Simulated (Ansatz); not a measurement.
doublet F2(+): levels of theory in one basis

```xyz
2

F     0.0000    0.0000    0.0000
F     0.0000    0.0000    1.3220
```

Basis set: def2-SVP (spherical functions). Frozen core: 2 orbitals. Correlation on ROHF uses semicanonical orbitals with singles. Charge 1, multiplicity 2.

Computed with Ansatz (development build ahead of 0.2.0); each method stands on the lowest determinant of its kind that the runs found.

| method | E − E(ROHF) (eV) | <S²> of the determinant |
| --- | --- | --- |
| ROHF | 0.00 | 0.75 |
| UHF | -0.23 | 0.85 |
| ROHF-MP2 | -9.39 | – |
| UHF-MP2 | -9.19 | 0.85 |
| ROHF-CCSD(T) | -11.03 | – |
| UHF-CCSD(T) | -11.04 | 0.85 |

Q: Is a single determinant a sound starting point here?

A: Only with care. Unrestricted orbitals gain 0.23 eV and <S²> is 0.85 against 0.75 for a pure state, but several determinants compete.

Caution: the determinant may break the point group. Caution for ROHF-MP2, UHF-MP2: MP2 on this radical cation hangs on the determinant chosen; another reference gives a lower total.
